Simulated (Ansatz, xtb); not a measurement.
## BFH3Si+: where a starting geometry ends

The starting geometry of this gas-phase singlet has its atoms placed at random.

```xyz
6

B    -0.8216   -0.4885    0.4304
F    -1.5283    1.4863    0.1795
Si   -0.0449    1.6669   -0.1449
H     0.7487    0.5437   -0.9523
H    -1.3034    1.3707   -1.0731
H     1.0881    1.2010    0.0716
```

Task: Guess where an optimisation with r2SCAN-D4/def2-SVP ends from this start.

Result: It ends as a structure with F2 bridging B1 and Si3, given below by its coordinates. Distances that change by over a tenth: B1–Si3 (2.36 → 3.39 Å), F2–Si3 (1.53 → 2.01 Å), Si3–H6 (1.24 → 1.47 Å). Contacts that close: B1–F2 (2.11 → 1.38 Å).

The energy falls by 9.70 eV over 17 steps:

| step | E − E(last) (eV) |
| --- | --- |
| 1 | 9.704 |
| 3 | 4.339 |
| 5 | 1.954 |
| 6 | 1.262 |
| 8 | 0.901 |
| 10 | 0.594 |
| 12 | 0.147 |
| 13 | 0.072 |
| 15 | 0.005 |
| 17 | 0.000 |

Final geometry (Å):

```yaml
atoms:
  - { symbol: B, position_ang: [-1.7846, -0.3813, 1.3672] }
  - { symbol: F, position_ang: [-1.0000, 0.3389, 0.4956] }
  - { symbol: Si, position_ang: [0.1633, 1.3944, -0.7646] }
  - { symbol: H, position_ang: [0.8052, 0.2291, -1.3974] }
  - { symbol: H, position_ang: [-0.9413, 2.0680, -1.4693] }
  - { symbol: H, position_ang: [0.8961, 2.1310, 0.2797] }
```

From the same start GFN2-xTB ends elsewhere, at `FB[SiH2+]`.

From so rough a start the end depends on the optimiser's path, so another program may land elsewhere. No frequencies were run, so the end isn't proven a minimum. Run with Ansatz 0.2.0, 29 s on 1 thread of Intel(R) Xeon(R) Platinum 8259CL CPU @ 2.50GHz (Skylake/Cascade Lake), with other jobs on the host.
